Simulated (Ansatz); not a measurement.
For wurtzite AlN, PBE in Ansatz (plane waves, PAW) gives:

| Quantity | Value |
|---|---|
| lattice parameter a | 3.130 Å |
| c axis length | 5.019 Å |
| cohesive energy | 5.73 eV/atom |
| elastic constant C11 | 373 GPa |
| elastic constant C44 | 112 GPa |
| Voigt–Reuss–Hill shear modulus | 121 GPa |

**Question.** What does B3LYP (VWN-RPA form) in Ansatz (PAW) give for the same quantities?

**Answer.** 
- lattice constant a: 3.116 Å (shrinks by 0.4 %)
- lattice parameter c: 5.002 Å (falls by 0.3 %)
- cohesive energy: 5.45 eV/atom (falls by 0.28 eV/atom)
- elastic constant C11: 407 GPa (increases by 9.1 %)
- elastic constant C44: 126 GPa (increases by 12 %)
- Voigt–Reuss–Hill shear modulus: 137 GPa (goes up by 13 %)

For comparison: lattice constant a 3.111 Å (measured, low temperature, extrapolated to low temperature; as tabulated in arXiv:1206.3780); lattice parameter c 4.979 Å (measured, low temperature, extrapolated to low temperature; as tabulated in arXiv:1206.3780); cohesive energy 5.85 ± 0.03 eV/atom (worked out here from tabulated enthalpies at 298 K, copied from a table, unchecked, brought to a static lattice with a Debye model, atoms in their spin–orbit ground levels; inputs from the CRC Handbook); elastic constant C11 410 GPa (measured, temperature not stated, no zero-point or thermal correction; as tabulated in Oses et al. (2018), arXiv:1811.08464); elastic constant C44 125 GPa (measured, temperature not stated, no zero-point or thermal correction; as tabulated in Oses et al. (2018), arXiv:1811.08464); Voigt–Reuss–Hill shear modulus 133 GPa (measured, temperature not stated, not corrected to a static lattice, Hill average of measured single-crystal constants; as tabulated in Oses et al. (2018), arXiv:1811.08464).

Changes are worked out from the printed values.

Unless a cell is named, each level is at its own relaxed cell (PBE 10.65, B3LYP (VWN-RPA form) 10.52 Å³/atom).

Ansatz's density-functional and Hartree–Fock values are scalar-relativistic unless marked +SOC, with PAW data made under PBE.

Ansatz is a first-principles code.
